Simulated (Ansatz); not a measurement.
Two isomers of C6H6: A = `C12C3C1C1C2C31`, B = `C#CC1C=C1C`.

Gas-phase electronic energies from Ansatz, PBE0-D4/def2-TZVP geometries. CCSD(T)/CBS adds triple-zeta CCSD(T) − MP2 to the extrapolated MP2 energy (def2 sets, frozen cores). Functionals use def2-TZVPP.

A:

```xyz
12

C     0.294   -0.638    0.931
C     1.009    0.518    0.270
C    -0.376    0.714    0.842
C    -0.994    0.318   -0.520
C    -0.324   -1.034   -0.432
C     0.391    0.122   -1.092
H     0.574   -1.211    1.804
H     1.939    0.997    0.544
H    -0.705    1.370    1.636
H    -1.911    0.599   -1.020
H    -0.632   -1.982   -0.851
H     0.734    0.226   -2.112
```

B:

```xyz
12

C     0.685   -1.170    2.468
C     0.438   -1.105    1.293
C     0.132   -1.023   -0.113
C     1.039   -0.283   -1.058
C    -0.059    0.322   -0.769
C    -0.987    1.453   -0.821
H     0.909   -1.228    3.506
H    -0.438   -1.875   -0.486
H     1.996   -0.324   -1.549
H    -1.961    1.131   -1.200
H    -1.148    1.848    0.186
H    -0.606    2.253   -1.459
```

Problem. Which is lower in electronic energy at CCSD(T)/CBS, and by how much? (Best estimate.)

Solution. Computed: B, by 76.2 kJ/mol.

Problem. Give E(B) − E(A) in kJ/mol with B2PLYP, MP2/def2-TZVPP, CCSD/def2-TZVPP, CCSD(T)/def2-TZVPP, PBE-D4, PBE0-D4, HF/def2-TZVPP. (Best estimate.)

Solution. The calculation gave: B2PLYP -102.3, MP2/def2-TZVPP -66.9, CCSD/def2-TZVPP -75.6, CCSD(T)/def2-TZVPP -75.2, PBE-D4 -54.3, PBE0-D4 -36.0, HF/def2-TZVPP -123.5. None reverses the order clearly.

Largest T1 diagnostic: 0.011.

The D4 term adds +4.6 kJ/mol with B3LYP and +1.7 kJ/mol with PBE0; it sums over pairs of atoms, weighted by their polarisabilities, and B3LYP, whose exchange is more repulsive, gets the larger term. In def2-TZVPP, CCSD(T) changes the Hartree–Fock value by +48.3 kJ/mol (the triples alone add +0.5 kJ/mol) and MP2 by +56.6 kJ/mol.

B3LYP here is the variant with VWN-RPA as its local correlation; programs differ in this.
